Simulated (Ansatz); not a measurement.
This Ansatz (an electronic-structure program) input (CCSD(T)/cc-pCVTZ) gives -92.56960 Eh with 86 basis functions. A basis named .json is the Basis Set Exchange file of that set (core-valence sets with the plain set on hydrogen).

Ansatz 0.2 input:
```yaml
crystal:
  periodic: [false, false, false]
  atoms:
    - {symbol: C, position_ang: [-0.00000000, -0.00000000, -0.62581248]}
    - {symbol: N, position_ang: [0.00000000, 0.00000000, 0.53641070]}
basis:
  gaussian:
    orbitals: cc-pCVTZ.json
magnetization: {spin_polarized: true, initial_magnetization: 1}
correlation: {method: ccsd_t, electrons: outside_noble_gas}
```

Change:
```diff
- orbitals: cc-pCVTZ.json
+ orbitals: cc-pVQZ
```

Task: What does the run give now?

Result: -92.58980 Eh (CCSD(T)/cc-pVQZ, 110 functions), a change of -20.20 mEh.
